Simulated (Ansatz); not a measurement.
**CH4AlCl: where a starting geometry ends**

The starting geometry of this gas-phase singlet was optimised with GFN2-xTB; its bonds are those of `[CH3][AlH][Cl]`.

```xyz
7

C     1.0424    1.7196   -1.4403
Al   -0.5621    2.5173   -0.5838
Cl   -0.8006    2.7388    1.4161
H     1.9435    2.3165   -1.2583
H     0.9400    1.6197   -2.5240
H     1.2614    0.7211   -1.0428
H    -1.7439    3.0236   -1.4303
```

Question: Predict what becomes of its bonds when it is optimised with PBE0-D4/def2-TZVP.

Answer: It keeps its bonds, and is `[CH3][AlH][Cl]`.

The energy falls by 0.10 eV over 6 steps:

```csv
step,E − E(last) (eV)
1,0.102
2,0.006
3,0.001
4,0.000
5,0.000
6,0.000
```

Final geometry (Å):

```json
{"atom": "C", "x (Å)": "1.0327", "y (Å)": "1.7214", "z (Å)": "-1.4297"}
{"atom": "Al", "x (Å)": "-0.5645", "y (Å)": "2.5119", "z (Å)": "-0.6679"}
{"atom": "Cl", "x (Å)": "-0.6799", "y (Å)": "2.6861", "z (Å)": "1.4274"}
{"atom": "H", "x (Å)": "1.9091", "y (Å)": "2.3386", "z (Å)": "-1.2072"}
{"atom": "H", "x (Å)": "0.9647", "y (Å)": "1.6095", "z (Å)": "-2.5143"}
{"atom": "H", "x (Å)": "1.2261", "y (Å)": "0.7367", "z (Å)": "-0.9938"}
{"atom": "H", "x (Å)": "-1.8075", "y (Å)": "3.0521", "z (Å)": "-1.4779"}
```

Frequencies at the end are all real (lowest 23 cm⁻¹). Run with Ansatz 0.2.0, 30 s on 2 threads of Intel(R) Xeon(R) Processor @ 2.50GHz (Skylake/Cascade Lake), with other jobs on the host.
